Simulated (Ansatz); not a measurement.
# FH2SSi: the cost of one run

All numbers below are computed with Ansatz 0.2.0 (UKS PBE0/6-31G*).

### Step 1. The system as given

Bond lengths: F1–Si2 1.590 Å, Si2–S3 2.123 Å, Si2–H4 1.496 Å, S3–H5 1.350 Å. Angles: F1–Si2–S3 106.9°, F1–Si2–H4 107.4°, S3–Si2–H4 105.0°, Si2–S3–H5 96.2°.

As a file:

```xyz
5

F    -1.3976   -0.0754    0.9355
Si   -0.7466   -0.1640   -0.5129
S     0.9821    1.0678   -0.4902
H    -0.2277   -1.5566   -0.6851
H     1.4396    0.6545    0.7113
```

### Step 2. End point A

Contents of input.yaml:

```yaml
crystal:
  periodic: [false, false, false]
  atoms:
    - { symbol: F, position_ang: [-1.3976, -0.0754, 0.9355] }
    - { symbol: Si, position_ang: [-0.7466, -0.164, -0.5129] }
    - { symbol: S, position_ang: [0.9821, 1.0678, -0.4902] }
    - { symbol: H, position_ang: [-0.2277, -1.5566, -0.6851] }
    - { symbol: H, position_ang: [1.4396, 0.6545, 0.7113] }
magnetization:
  spin_polarized: true
  initial_magnetization: 1
basis:
  gaussian: { orbitals: "6-31G*" }
hamiltonian:
  xc: pbe0
relax:
  f_tol: 0.02
  max_steps: 50
```

On the command line:

```sh
ansatz run input.yaml --threads 1 --pin off --max-ram 2048MiB --backend cpu --events-out ev --progress --plain --runs-dir out
```

What time and memory should one allow on 1 thread of Arm Neoverse V1, shared host?

About 47 s, with a peak of 0.14 GiB.
